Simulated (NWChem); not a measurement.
# SiH2Cl2 (SMILES Cl[SiH2]Cl): levels of theory compared

Wanted: a comparison of 6 runs (HF/cc-pVDZ, HF/6-311+G**, BP86/3-21G, B3LYP/6-31G*, PBE0/def2-SVP, PBE/pcseg-2) of SiH2Cl2. 

Program for the calculation: NWChem 7.3.0.

**1. The system as given**

The species is SiH2Cl2 (5 atoms), meant as a singlet with charge 0. As SMILES, `Cl[SiH2]Cl`. The coordinates come from a PBE0-D4/def2-TZVP relaxation.

Bond lengths: Cl1–Si2 2.040 Å, Si2–Cl3 2.040 Å, Si2–H4 1.476 Å, Si2–H5 1.476 Å. Angles: Cl1–Si2–Cl3 110.1°, Cl1–Si2–H4 108.5°, Cl1–Si2–H5 108.5°, Cl3–Si2–H4 108.5°, Cl3–Si2–H5 108.5°, H4–Si2–H5 112.7°.

**2. Energy and forces at HF/cc-pVDZ (run 1)**

run.py reads:

```python
from ase import Atoms
from ase.calculators.nwchem import NWChem

system = Atoms('ClSiClHH', positions=[
    [-1.036100, -0.393400, 1.609300],
    [0.136800, -0.071700, -0.028900],
    [-0.799200, 1.196800, -1.324000],
    [0.352000, -1.362200, -0.711200],
    [1.396500, 0.556600, 0.413400],
])

calc = NWChem(
    label='cl2h2si',
    theory='scf',
    memory='2200 mb',
    basis='cc-pVDZ',
    basispar='spherical bse',
    scf={'nopen': '0', 'rhf': None, 'thresh': '1e-08', 'maxiter': '80'},
)
system.calc = calc

forces = system.get_forces()
print("Total energy (eV):", round(system.get_potential_energy(), 6))
print("forces (eV/A):")
for s, f in zip(system.symbols, forces):
    print(f"{s:2s} {f[0]:10.5f} {f[1]:10.5f} {f[2]:10.5f}")
print("dipole (e A):", system.get_dipole_moment().round(4))
```

Started as:

```sh
$ export ASE_NWCHEM_COMMAND="nwchem PREFIX.nwi > PREFIX.nwo"
$ python run.py
```

Log:

```text
Total energy (eV): -32904.019078
forces (eV/A):
Cl   -0.38381   -0.10115    0.52913
Si    0.78187   -0.35188   -0.12614
Cl   -0.30864    0.41307   -0.41796
H    -0.01383    0.07662    0.04067
H    -0.07559   -0.03666   -0.02576
dipole (e A): [ 0.2958 -0.1328 -0.0482]
```

The calculator wrote cl2h2si.nwi:

```
title "cl2h2si"

permanent_dir cl2h2si

scratch_dir cl2h2si

start cl2h2si

geometry units angstrom nocenter noautosym noautoz
  Cl -1.0361000000000000e+00 -3.9340000000000003e-01 1.6093000000000000e+00
  Si 1.3680000000000000e-01 -7.1700000000000000e-02 -2.8899999999999999e-02
  Cl -7.9920000000000002e-01 1.1968000000000001e+00 -1.3240000000000001e+00
  H  3.5199999999999998e-01 -1.3622000000000001e+00 -7.1120000000000005e-01
  H  1.3965000000000001e+00 5.5659999999999998e-01 4.1339999999999999e-01
end

memory 2200 mb

basis spherical bse noprint
   * library cc-pVDZ
end

scf
  nopen 0
  rhf
  thresh 1e-08
  maxiter 80
end

task scf gradient
```

cl2h2si.nwo, shortened:

```text
[...]
      One-electron energy =  -2055.094914700346
[... 1 line left out ...]
 Nuclear repulsion energy =    191.963434892296
[... 43 lines left out ...]
                       ROHF Final Molecular Orbital Analysis
[... 192 lines left out ...]
     1   1 0 0      0.558948      0.000000    -52.036251
[...]
  wavefunction    =   RHF
                         RHF ENERGY GRADIENTS
    atom               coordinates                        gradient
                 x          y          z           x          y          z
   1 Cl     -1.957945  -0.743418   3.041136    0.007464   0.001967  -0.010290
   2 Si      0.258515  -0.135493  -0.054613   -0.015205   0.006843   0.002453
   3 Cl     -1.510269   2.261624  -2.501997    0.006002  -0.008033   0.008128
   4 H       0.665184  -2.574185  -1.343973    0.000269  -0.001490  -0.000791
   5 H       2.639002   1.051821   0.781213    0.001470   0.000713   0.000501
[...]
```

Run time: 53 s. Hardware: 1 thread of Intel Xeon Platinum 8488C (Sapphire Rapids), shared host; peak memory 0.1 GiB.

**3. Energy and gradient at HF/6-311+G(d,p) (run 2)**

cl2h2si.xyz reads:

```xyz
5
Cl2H2Si
Cl    -1.036100    -0.393400     1.609300
Si     0.136800    -0.071700    -0.028900
Cl    -0.799200     1.196800    -1.324000
H      0.352000    -1.362200    -0.711200
H      1.396500     0.556600     0.413400
```

cl2h2si.nw reads:

```
START cl2h2si
TITLE "Cl2H2Si"
memory 2200 mb

GEOMETRY noautosym nocenter noautoz
load cl2h2si.xyz
END

BASIS spherical bse
* library 6-311+G**
END

SCF
thresh 1e-08
maxiter 80
print low
END

TASK scf gradient
```

Started as:

```sh
$ nwchem cl2h2si.nw > cl2h2si.out
```

Log:

```text
[...]
  functions       =   102
[...]
  wavefunction    = RHF
[...]
         Total SCF energy =  -1209.216287781072
      One-electron energy =  -2054.951581667412
      Two-electron energy =    653.771858994044
 Nuclear repulsion energy =    191.963434892297
        Time for solution =     12.1s
[...]
                         RHF ENERGY GRADIENTS
    atom               coordinates                        gradient
                 x          y          z           x          y          z
   1 Cl     -1.957945  -0.743418   3.041136    0.002383   0.000652  -0.003328
   2 Si      0.258515  -0.135493  -0.054613   -0.010434   0.004700   0.001679
   3 Cl     -1.510269   2.261624  -2.501997    0.001923  -0.002604   0.002654
   4 H       0.665184  -2.574185  -1.343973    0.001129  -0.004926  -0.002585
   5 H       2.639002   1.051821   0.781213    0.004999   0.002178   0.001580
 Task  times  cpu:       16.4s     wall:       16.4s
 Total times  cpu:       16.4s     wall:       16.4s
```

Run time: 17 s. Hardware: 1 thread of Intel Xeon Platinum 8488C (Sapphire Rapids), shared host; peak memory 0.1 GiB.

Runs 3 to 5 aren't shown in full; the table further down has their settings and results.

**4. Energy and forces at PBE/pcseg-2 (run 6)**

cl2h2si.nw reads:

```
echo
start cl2h2si
title "Cl2H2Si PBE"
memory total 2200 mb
geometry noautosym nocenter noautoz
 Cl      -1.036100      -0.393400       1.609300
 Si       0.136800      -0.071700      -0.028900
 Cl      -0.799200       1.196800      -1.324000
 H        0.352000      -1.362200      -0.711200
 H        1.396500       0.556600       0.413400
end
basis spherical bse
 * library pcseg-2
end
dft
 xc xpbe96 cpbe96
 grid fine
 convergence energy 1e-08
 iterations 100
 mulliken
end
task dft gradient
```

Started as:

```sh
$ nwchem cl2h2si.nw > cl2h2si.out
```

Log:

```text
[...]
          Wavefunction type:  closed shell.
          No. of atoms     :     5
          No. of electrons :    50
[...]
          Charge           :     0
          Spin multiplicity:     1
[...]
          AO basis - number of functions:   130
[...]
              XC Information
              --------------
          PerdewBurkeErnzerhof Exchange Functional  1.000
            Perdew 1991 LDA Correlation Functional  1.000 local
           PerdewBurkeErnz. Correlation Functional  1.000 non-local
[...]
 d= 0,ls=0.0,diis     1  -1210.6659644843 -1.40D+03  7.48D-03  1.57D+00     3.8
[...]
 d= 0,ls=0.0,diis    10  -1210.7231136969 -1.01D-09  2.01D-07  1.23D-09    30.7
         Total DFT energy =    -1210.723113696903
      One electron energy =    -2055.935635995046
           Coulomb energy =      730.936753939995
    Exchange-Corr. energy =      -77.687666534149
 Nuclear repulsion energy =      191.963434892297
[...]
      Total Density - Mulliken Population Analysis
     ---------------------------------------------
    Atom       Charge   Shell Charges
 -----------   ------   -------------------------------------------------------
    1 Cl  17    17.24   2.01  0.36  1.60  1.08  0.89  5.90  1.09  2.96  1.31  0.00  0.03  0.00
    2 Si  14    13.36   2.01  0.45  1.52  0.86  0.33  5.90  0.61  1.30  0.08  0.01  0.27  0.02
    3 Cl  17    17.24   2.01  0.36  1.60  1.08  0.89  5.90  1.09  2.96  1.31  0.00  0.03  0.00
    4 H    1     1.08   0.40  0.54  0.12  0.00  0.02  0.00
    5 H    1     1.08   0.40  0.54  0.12  0.00  0.02  0.00
[...]
  wavefunction    = closed shell
                         DFT ENERGY GRADIENTS
    atom               coordinates                        gradient
                 x          y          z           x          y          z
   1 Cl     -1.957945  -0.743418   3.041136    0.002898   0.001242  -0.004813
   2 Si      0.258515  -0.135493  -0.054613   -0.001430   0.000656   0.000215
   3 Cl     -1.510269   2.261624  -2.501997    0.002207  -0.003551   0.004007
   4 H       0.665184  -2.574185  -1.343973   -0.000713   0.002893   0.001507
   5 H       2.639002   1.051821   0.781213   -0.002961  -0.001241  -0.000915
[...]
```

Run time: 42 s. Hardware: 1 thread of Intel Xeon Platinum 8488C (Sapphire Rapids), shared host; peak memory 0.13 GiB.

**5. The series**

| run | level | iteration cap | module | energy (Eh) | dipole moment (D) | HOMO energy (eV) | LUMO energy (eV) | wall time |
| --- | --- | --- | --- | --- | --- | --- | --- | --- |
| 1 | HF/cc-pVDZ | 80 | scf | -1209.200408 | 1.57 | -12.35 | 3.75 | 53 s |
| 2 | HF/6-311+G** | 80 | scf | -1209.216288 | – | – | – | 17 s |
| 3 | BP86/3-21G | 100 | dft | -1205.268901 | – | – | – | 6.6 s |
| 4 | B3LYP/6-31G* (spherical functions) | 100 | dft | -1211.171603 | 1.56 | -8.86 | -0.14 | 15 s |
| 5 | PBE0/def2-SVP | 100 | dft | -1210.377915 | 1.27 | -8.97 | 0.49 | 12 s |
| 6 | PBE/pcseg-2 | 100 | dft | -1210.723114 | 1.26 | -7.80 | -0.97 | 42 s |

**6. Outcome**

| quantity | value |
| --- | --- |
| run 6: total energy | -1210.72311 Eh |
| run 6: dipole moment | 1.26 D |
| run 6: HOMO energy | -7.80 eV |
| run 6: LUMO energy | -0.97 eV |
| run 6: HOMO–LUMO gap | 6.83 eV |
| run 6: largest force on an atom | 0.298 eV/Å |

In words: Over runs 1, 4, 5, 6 the dipole moment (its size) runs from 1.26 D (PBE/pcseg-2) to 1.57 D (HF/cc-pVDZ). The two ends differ in method and basis. Over runs 1, 4, 5, 6 the HOMO–LUMO gap runs from 6.83 eV (PBE/pcseg-2) to 16.10 eV (HF/cc-pVDZ). Totals of different functionals can't be ranked against each other. All runs together took 2.4 min, the longest 53 s.
